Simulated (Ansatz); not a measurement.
# AlNH4 (triplet): wave-function methods side by side at distance Al1–H4 along a hydrogen transfer = 1.684 Å, cc-pVDZ

The task here is to estimate one member of a computed series from the others.

Method: cc-pVDZ, core rule «outside noble gas», up to 6 orbitals frozen; program: Ansatz 0.2.0, Gaussian basis.

To be run: UHF; CCSD(T) on ROHF; CCSD(T) on UHF; BCCD(T) on ROHF; CISD; CCSDT(Q) on ROHF; CCSDT(Q) on UHF; CASSCF and MRCISD+Q, 4 electrons in 4 orbitals; CASSCF and NEVPT2, 4 electrons in 4 orbitals.

7 further runs of the same task are left out: 6 that didn't finish, 1 set aside as unsound or not needed.

## The system

The geometry derives from fragments relaxed apart (PBE0/def2-TZVP) and kept rigid, so it is no stationary point. A hydrogen atom is moved between rigid fragments.

6 atoms, charge 0, spin multiplicity 3.

Atoms are counted from 1 here; the program's logs count them from 0.

Bond lengths: Al1–H2 1.586 Å, Al1–H3 1.586 Å, Al1–H4 1.684 Å, H4–N5 1.286 Å, N5–H6 1.040 Å. Angles: H2–Al1–H3 120.0°, H2–Al1–H4 120.0°, H3–Al1–H4 120.0°, Al1–H4–N5 180.0°, H4–N5–H6 105.0°.

The first run:

in.yaml

```yaml
crystal:
  periodic: [false, false, false]
  atoms:
    - {symbol: Al, position_ang: [-0.998748, 0.022483, 0.000000]}
    - {symbol: H, position_ang: [-1.791671, 1.395868, 0.000000]}
    - {symbol: H, position_ang: [-1.791672, -1.350901, 0.000000]}
    - {symbol: H, position_ang: [0.685252, 0.022483, 0.000000]}
    - {symbol: N, position_ang: [1.971252, 0.022483, 0.000000]}
    - {symbol: H, position_ang: [2.240334, -0.981743, 0.000000]}
basis:
  gaussian: {orbitals: cc-pVDZ}
magnetization: {spin_polarized: true, initial_magnetization: 2}
hamiltonian: {xc: hf}
output: {orbitals: {seedname: orbitals}}
```

Run with:

```console
$ ansatz run in.yaml --threads 1 --pin off --events-out ev --progress --plain --max-ram 2393MiB
```

Among the steps run: UHF; CCSD(T) on ROHF; CCSD(T) on UHF; BCCD(T) on ROHF; CISD; CCSDT(Q) on ROHF; CCSDT(Q) on UHF; CASSCF and MRCISD+Q, 4 electrons in 4 orbitals; CASSCF and NEVPT2, 4 electrons in 4 orbitals.

One table of the session follows, with a row left open; its other results are not shown here.

| method | from UCCSDT(Q) (meV) |
| --- | --- |
| ROHF | +7274.4 |
| UHF | +6901.4 |
| RMP2 | +1257.1 |
| UMP2 | +1336.5 |
| CISD | +736.8 |
| RCCSD | ? |
| UCCSD | +174.9 |
| RCCSD(T) | +38.2 |
| UCCSD(T) | +38.7 |
| BCCD(T) | +38.3 |
| RCCSDT | +11.1 |
| UCCSDT | +9.6 |
| RCCSDT(Q) | +0.9 |
| UCCSDT(Q) | 0 |
| CASSCF pair | +6589.4 |
| MRCISD pair | +634.1 |
| MRCISD+Q pair | +66.5 |

**Question.** Estimate the row for RCCSD.

**Answer.** from UCCSDT(Q) (meV): +183.4. In the column «from UCCSDT(Q) (meV)» it lies between UCCSD (+174.9) and MRCISD pair (+634.1).

Not comparable, so not listed: CASSCF and NEVPT2, 4 electrons in 4 orbitals (they don't share determinant, frozen orbitals or solution with the rows shown, or repeat one).

Limits of these values: Restricted and unrestricted rows rest on different reference determinants; where their highest levels disagree by more than a few hundredths of an eV, they describe different states and don't form one ladder. Warnings in the runs' records: passed over end.
